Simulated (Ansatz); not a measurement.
Born–Oppenheimer molecular dynamics of CH₉BSi (12 atoms, charge 0, multiplicity 1). It starts at the highest image of a converged band, a first-order saddle point between two minima.

All numbers below come from Ansatz, RKS PBE0-D4/6-31G*.

* ensemble: NVE (velocity Verlet)
* time step: 0.5 fs
* steps asked: 200
* starting velocities drawn for: 300 K
* seed: 11979

First frame:

```xyz
12
Properties=species:S:1:pos:R:3
B -0.225 -0.499 0.481
C 0.098 0.480 1.954
H -0.655 0.444 2.745
H 1.098 0.387 2.385
H 0.025 1.444 1.452
H 0.721 -0.291 -0.225
H -1.347 -0.213 0.171
Si -0.280 -2.561 0.575
H -0.560 -2.980 -0.827
H 1.002 -3.200 1.001
H -1.356 -3.119 1.448
H -0.018 -0.887 1.650
```

Task: How far do the bonds stretch over the last three quarters of this one trajectory? (Pairs bonded in most of those frames.)

Result: 
```
   bond  mean (Å)  spread (Å)  shortest  longest
  B1–C2     1.608       0.097      1.46     1.75
  B1–H6     1.209       0.014      1.18     1.24
  B1–H7     1.216       0.021      1.18     1.25
  C2–H3     1.099       0.041      1.04     1.16
  C2–H4     1.098       0.020      1.06     1.13
  C2–H5     1.104       0.019      1.08     1.14
 Si8–H9     1.477       0.028      1.44     1.52
Si8–H10     1.489       0.008      1.47     1.50
Si8–H11     1.490       0.026      1.45     1.53
Si8–H12     1.565       0.098      1.39     1.73
```

Mean temperature of the second half: 412 K. The conserved energy stayed within 0.23 meV per atom of its start (net change 0.15 meV per atom), so the integration is sound. The kinetic energy rose, since the run started high on the potential surface and went downhill. It ends in pieces (CH5B + H4Si), so much of that is their flight and rotation, not heat. A run of 0.1 ps of so small a system gives no equilibrium averages. The orbitals stay closed-shell, which can raise the energy where a bond breaks towards radicals; this wasn't checked here.

Run time: 7.3 min on 1 thread of AMD EPYC 7B13 (Zen 3), on a shared host, peak memory 0.15 GiB.
